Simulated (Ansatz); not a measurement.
in.yaml

```yaml
crystal:
  periodic: [false, false, false]
  atoms:
    - {symbol: H, position_ang: [-2.683262, 0.000000, -0.000001]}
    - {symbol: H, position_ang: [-1.683262, 0.000000, -0.000001]}
    - {symbol: Si, position_ang: [0.097738, 0.000000, 0.000000]}
    - {symbol: H, position_ang: [0.547712, -1.416253, 0.000000]}
    - {symbol: H, position_ang: [0.547712, 0.708126, -1.226511]}
    - {symbol: H, position_ang: [0.547711, 0.708127, 1.226511]}
basis:
  gaussian: {orbitals: 6-31G}
magnetization: {spin_polarized: false, initial_magnetization: 1}
correlation: {method: sc_nevpt2, electrons: outside_noble_gas, active_space: {window: {electrons: 3, orbitals: 3}}}
```

```sh
$ ansatz run in.yaml --threads 1 --pin off --events-out ev --progress --plain --max-ram 2393MiB
```

Roughly how long does this take on 1 thread of Intel Xeon Platinum 8259CL, shared host, and how much host memory?

0.42 s wall and 0.14 GiB.

```
300 factors; integrals over basis functions are off by at most 6.4e-4 eV
mean field evaluation 1: about -7935.6759 eV, gradient 7.4e0 eV
mean field evaluation 2: about -7935.6787 eV, gradient 7.4e0 eV
mean field evaluation 4: about -7936.0647 eV, gradient 3.6e-1 eV
mean field evaluation 8: about -7936.0690 eV, gradient 5.4e-3 eV
mean field -7936.06900078 eV, -291.6451565179 hartree, gradient 5.3e-6 eV, S^2 0.750000; 0 other end points of the search recorded, 0 dependent functions left out
reference -7936.06900078 eV, -291.6451565179 hartree; 10, 9 occupied and 13, 14 virtual orbitals, 300 factors
state -7936.80044276 eV, -291.6720365150 hartree
state -7936.80044276 eV, -291.6720365150 hartree; corrected -7938.32220466 eV, -291.7279602333 hartree
state -7936.48342390 eV, -291.6603862868 hartree
state -7936.48342390 eV, -291.6603862868 hartree; corrected -7938.23333369 eV, -291.7246942853 hartree
state -7936.80044276 eV, -291.6720365150 hartree; corrected -7938.32220466 eV, -291.7279602333 hartree
Total energy: -7938.32220466 eV, -291.7279602333 hartree
```

For the same geometry and basis full CI lies 610.3 meV lower.
